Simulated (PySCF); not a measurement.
# CH2O (Formaldehyde): the cost of one run

Programs: PySCF 2.14.0, with routines of our own; each step states its level. All values are computed. Atoms count from 0.

## 1. The system as given

4 atoms, charge 0, multiplicity 1; geometry from: GFN2-xTB.

## 2. Relaxing the molecule at CAM-B3LYP/def2-TZVP

The job: settings as JSON, then the geometry in Å.

```
{"job": {"xc": "CAM-B3LYP", "basis": "def2-TZVP", "grid": 1, "kind": "geom"}, "charge": 0, "multiplicity": 1}
C      0.003175     0.001019    -0.005928
O      1.176539    -0.209213    -0.014559
H     -0.748437    -0.806190     0.003826
H     -0.421043     1.019157    -0.006192
```

Run with:

```bash
> OMP_NUM_THREADS=1 python excited_run.py task.json out
```

The driver reads the jobs from task.json and runs them one after another.

**Question.** How long does this first job take on 1 thread of Arm Neoverse N1, shared host, and how much memory does it need?

About 5.7 s, with a peak of 0.3 GiB.
